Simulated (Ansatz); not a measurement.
# MgNH+ (quartet): from Hartree-Fock to the top rungs, def2-QZVPP

The task here is to estimate one member of a computed series from the others.

The runs use Ansatz 0.2.0, Gaussian basis; def2-QZVPP, core rule «outside noble gas», up to 6 orbitals frozen.

The runs, in order: UHF; ROHF; CCSD(T) on UHF.

2 further runs of the same task are left out: 2 set aside as unsound or not needed.

### The geometry

The geometry is a PBE0/def2-TZVP stationary point (not a proven minimum) of the parent state, kept for this charge and spin.

3 atoms, charge 1, spin multiplicity 4.

Atoms are counted from 1 here; the program's logs count them from 0.

Bond lengths: N1–Mg2 1.882 Å, N1–H3 1.011 Å. Angles: Mg2–N1–H3 180.0°.

The first run:

The input, in.yaml:

```yaml
crystal:
  periodic: [false, false, false]
  atoms:
    - {symbol: N, position_ang: [0.000000, 0.000000, 0.290233]}
    - {symbol: Mg, position_ang: [0.000000, 0.000000, -1.591467]}
    - {symbol: H, position_ang: [0.000000, 0.000000, 1.301233]}
basis:
  gaussian: {orbitals: "def2-QZVPP.json"}
total_charge: 1
magnetization: {spin_polarized: true, initial_magnetization: 3}
hamiltonian: {xc: hf}
output: {orbitals: {seedname: orbitals}}
```

Command:

```bash
ansatz run in.yaml --threads 1 --pin off --events-out ev --progress --plain --max-ram 2393MiB
```

Steps of the session up to this table: UHF; ROHF; CCSD(T) on UHF.

One table of the session follows, with a row left open; its other results are not shown here.

| method | from UCCSD(T) (kcal/mol) |
| --- | --- |
| ROHF | +111.15 |
| UHF | ? |
| UMP2 | +13.74 |
| UCCSD | +2.72 |
| UCCSD(T) | 0 |

**Question.** Estimate the row for UHF.

**Answer.** from UCCSD(T) (kcal/mol): +105.90. In the column «from UCCSD(T) (kcal/mol)» it lies between UMP2 (+13.74) and ROHF (+111.15).
